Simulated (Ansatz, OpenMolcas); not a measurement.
## How basis sets differ on SiH2F2 (SMILES F[SiH2]F)

SiH2F2: 5 atoms, total charge 0, spin state singlet. As SMILES, `F[SiH2]F`. The coordinates come from a PBE0-D4/def2-TZVP relaxation.

Each level gives the HOMO–LUMO gap (eV). The values are calculated.

```json
{"level": "HF/STO-3G", "kind": "Hartree–Fock", "program": "Ansatz", "value (eV)": "23.37", "CPU time": "0.09 s"}
{"level": "HF/3-21G", "kind": "Hartree–Fock", "program": "OpenMolcas", "value (eV)": "18.37", "CPU time": "2 s"}
{"level": "HF/cc-pVDZ", "kind": "Hartree–Fock", "program": "OpenMolcas", "value (eV)": "17.86", "CPU time": "2.2 s"}
{"level": "HF/aug-cc-pVDZ", "kind": "Hartree–Fock", "program": "Ansatz", "value (eV)": "14.81", "CPU time": "1.5 s"}
{"level": "HF/cc-pVTZ", "kind": "Hartree–Fock", "program": "OpenMolcas", "value (eV)": "17.35", "CPU time": "15 s"}
{"level": "HF/cc-pVQZ (RICD fitting)", "kind": "Hartree–Fock", "program": "OpenMolcas", "value (eV)": "16.43", "CPU time": "34 s"}
```

The values span 14.81 to 23.37 eV. A Hartree–Fock LUMO above zero doesn't converge with the basis: it sinks as sets grow more diffuse. Orbital gaps aren't excitation energies. Times are those of the runs behind each value, whatever else they computed, on shared processors of several kinds: orders of magnitude only.
